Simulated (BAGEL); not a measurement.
# Worked example: vertical ionisation energy of C2H6O3S (dimethyl sulfite)

The species is C2H6O3S (12 atoms), meant as a singlet with charge 0. As SMILES, `COS(=O)OC`. The shape is that of a PBE0-D4/def2-TZVP optimisation. This is one conformer, not always the lowest.

Both states at this one shape; open shells run unrestricted unless said. 1 Eh = 27.2114 eV.

```
                                                                           level  program  singlet C2H6O3S (Eh)  doublet C2H6O3S+ (Eh)  HOMO of the first (eV)
HF/x2c-SV(P)all (DKH2, density fitting with tzvpp-jkfit), open shells restricted    BAGEL           -702.115176            -701.766268                  -11.37
                        HF/ANO-RCC-VDZP (DKH2, density fitting with tzvpp-jkfit)    BAGEL           -702.663923            -702.322420                  -11.45
```

**Question.** Work out the vertical ionisation energy at each level.

**Answer.** 
1. HF/x2c-SV(P)all (DKH2, density fitting with tzvpp-jkfit), open shells restricted: -701.766268 − (-702.115176) = 0.348908 Eh = 9.49 eV; −ε(HOMO) = 11.37 eV.
2. HF/ANO-RCC-VDZP (DKH2, density fitting with tzvpp-jkfit): -702.322420 − (-702.663923) = 0.341503 Eh = 9.29 eV; −ε(HOMO) = 11.45 eV.

No measured value is set beside it here; the levels span 9.29 to 9.49 eV. In Hartree–Fock, −ε(HOMO) (Koopmans) exceeds the difference of totals by the orbital relaxation of the ion.
